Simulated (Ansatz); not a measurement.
Species: HS, SMILES `[SH]` (charge 0, multiplicity 2), formula HS.

Question: How many basis functions does frozen-core CCSD(T)/cc-pVTZ // PBE0-D4/def2-TZVP run with Ansatz (a quantum-chemistry and plane-wave program) use, how many core orbitals are frozen, and how many electrons are correlated?

Answer: 48 basis functions and 5 frozen orbitals, which leaves 7 correlated electrons. Core time is of the order of seconds.
